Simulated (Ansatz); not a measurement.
# CH2Li+ (SMILES [Li][CH2+]): one structure at several levels

An exercise on one series of results from a longer session: the logs are not shown, and one member is left open.

The runs use Ansatz 0.2.0, Gaussian basis; single points in def2-TZVPP.

Cores are frozen in the correlated methods. The outer core shell of Li, Na, Mg and K is correlated.

### Starting geometry

SMILES `[Li][CH2+]`, 4 atoms, charge 1, spin multiplicity 1.

Atoms are counted from 1 here; the program's logs count them from 0.

Bond lengths: Li1–C2 2.328 Å, C2–H3 1.128 Å, C2–H4 1.116 Å. Angles: Li1–C2–H3 126.7°, Li1–C2–H4 127.5°, H3–C2–H4 105.4°.

Coordinates:

```xyz
4
charge 1, multiplicity 1
Li    1.7442    0.1898    1.1774
C    -0.1714    0.0169   -0.1345
H    -0.8503    0.8604   -0.4520
H    -0.5440   -0.8835   -0.6776
```

Set-up of the first run:

run/in.yaml

```yaml
crystal:
  periodic: [false, false, false]
  atoms:
    - {symbol: Li, position_ang: [1.744200, 0.189800, 1.177400]}
    - {symbol: C, position_ang: [-0.171400, 0.016900, -0.134500]}
    - {symbol: H, position_ang: [-0.850300, 0.860400, -0.452000]}
    - {symbol: H, position_ang: [-0.544000, -0.883500, -0.677600]}
basis:
  gaussian: {orbitals: def2-TZVPP}
total_charge: 1
correlation: {method: ccsd_t}
output: {forces: true}
```

The command line of these runs was not kept.

Among the steps run: CCSD(T)/def2-TZVPP; PBE0-D4/def2-TZVPP; wB97M-V/def2-TZVPP; r2SCAN-D4/def2-TZVPP; PBE-D4/def2-TZVPP; CAM-B3LYP-D4/def2-TZVPP; BLYP-D4/def2-TZVPP.

One table of the session follows, with a row left open; its other results are not shown here.

| method | RMS force component (eV/Å) | angle to CCSD(T) forces (°) |
| --- | --- | --- |
| CCSD(T) | 0.372 | reference |
| PBE0-D4 | 0.363 | 4.5 |
| wB97M-V | ? | ? |
| r2SCAN-D4 | 0.353 | 3.4 |
| PBE-D4 | 0.269 | 25.2 |
| CAM-B3LYP-D4 | 0.407 | 3.4 |
| BLYP-D4 | 0.284 | 13.4 |

Q: Estimate the row for wB97M-V from the others.

The run gave: RMS force component (eV/Å): 0.399; angle to CCSD(T) forces (°): 3.6. In the column «RMS force component (eV/Å)» it lies between CCSD(T) (0.372) and CAM-B3LYP-D4 (0.407).
